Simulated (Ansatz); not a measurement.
# SiHO₂ (quartet): the correlation ladder, def2-QZVPP

The task here is to estimate one member of a computed series from the others.

Computed with Ansatz 0.2.0, Gaussian basis. Level: def2-QZVPP, core rule «outside noble gas», up to 7 orbitals frozen.

To be run: UHF; ROHF; CCSD(T) on UHF.

2 further runs of the same task are left out: 2 set aside as unsound or not needed. Runs told in other sessions of the task aren't counted.

## What is computed

The geometry is a PBE0/def2-TZVP stationary point (not a proven minimum) of the parent state, kept for this charge and spin.

4 atoms, charge 0, spin multiplicity 4.

Atoms are counted from 1 here; the program's logs count them from 0.

Bond lengths: O1–Si3 1.627 Å, O1–H4 0.965 Å, O2–Si3 1.525 Å. Angles: Si3–O1–H4 116.9°, O1–Si3–O2 127.5°.

Geometry (Å):

```
O     0.00000    0.19986    1.43463
O     0.00000    0.40663   -1.38515
Si    0.00000   -0.38711   -0.08316
H     0.00000    1.15946    1.53180
```

The first run:

The input, in.yaml:

```yaml
crystal:
  periodic: [false, false, false]
  atoms:
    - {symbol: O, position_ang: [0.000000, 0.199858, 1.434628]}
    - {symbol: O, position_ang: [0.000000, 0.406627, -1.385152]}
    - {symbol: Si, position_ang: [0.000000, -0.387106, -0.083158]}
    - {symbol: H, position_ang: [0.000000, 1.159459, 1.531796]}
basis:
  gaussian: {orbitals: "def2-QZVPP.json"}
magnetization: {spin_polarized: true, initial_magnetization: 3}
hamiltonian: {xc: hf}
output: {orbitals: {seedname: orbitals}}
```

The run is started by

```console
$ ansatz run in.yaml --threads 1 --pin off --events-out ev --progress --plain --max-ram 2393MiB
```

Among the steps run: UHF; ROHF; CCSD(T) on UHF.

One of the session's tables, all rows but one given; the rest of the session is left out.

It belongs to the step «Misses and costs». 

| method | from UCCSD(T) (kcal/mol) |
| --- | --- |
| ROHF | +359.87 |
| UHF | ? |
| UMP2 | +22.69 |
| UCCSD | +12.74 |
| UCCSD(T) | 0 |

**Question.** Estimate the row for UHF.

As computed: from UCCSD(T) (kcal/mol): +355.84. In the column «from UCCSD(T) (kcal/mol)» it lies between UMP2 (+22.69) and ROHF (+359.87).
